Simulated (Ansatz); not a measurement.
Geometry optimisation, Ansatz, RKS r2SCAN-D4/6-31G*.

Input:

```yaml
crystal:
  periodic: [false, false, false]
  atoms:
    - { symbol: C, position_ang: [-1.399, 0.10745, -0.23656] }
    - { symbol: C, position_ang: [-0.04858, 0.82286, -0.21178] }
    - { symbol: "N", position_ang: [0.9613, 0.19324, 0.62175] }
    - { symbol: "N", position_ang: [1.25177, -1.15841, 0.13614] }
    - { symbol: H, position_ang: [-1.84091, 0.09872, 0.75812] }
    - { symbol: H, position_ang: [-2.08129, 0.61047, -0.91671] }
    - { symbol: H, position_ang: [-1.26283, -0.92028, -0.56383] }
    - { symbol: H, position_ang: [0.3594, 0.88031, -1.22595] }
    - { symbol: H, position_ang: [-0.16495, 1.84196, 0.16676] }
    - { symbol: H, position_ang: [0.57208, 0.05631, 1.55532] }
    - { symbol: H, position_ang: [1.63628, -1.03582, -0.8009] }
    - { symbol: H, position_ang: [2.01673, -1.49681, 0.71765] }
basis:
  gaussian: { orbitals: "6-31G*" }
hamiltonian:
  xc: r2scan
  dispersion: d4
relax:
  f_tol: 0.015
  max_steps: 40
```

Launched with:

```bash
$ ansatz run input.yaml --threads 1 --pin off --max-ram 2048MiB --backend cpu --events-out ev --progress --plain --runs-dir out
```

Where does it end, and by what steps?

It converged. After 4 steps the energy has fallen by 0.060 eV; N4 moved furthest, 0.05 Å.

```tsv
step	energy less start (eV)	largest force component (eV/Å)	accepted
0	0.0000	0.985	yes
1	-0.0507	0.350	yes
2	-0.0592	0.095	yes
3	-0.0598	0.040	yes
4	-0.0599	0.010	yes
```

```xyz
12
Properties=species:S:1:pos:R:3
C -1.388 0.098 -0.240
C -0.042 0.824 -0.207
N 1.004 0.213 0.621
N 1.205 -1.181 0.146
H -1.841 0.080 0.760
H -2.089 0.603 -0.917
H -1.258 -0.937 -0.570
H 0.365 0.914 -1.226
H -0.164 1.849 0.169
H 0.576 0.070 1.541
H 1.627 -1.040 -0.779
H 2.006 -1.494 0.703
```

Run time: 22 s on 1 thread of Arm Neoverse V2, on a shared host, peak memory 0.17 GiB.
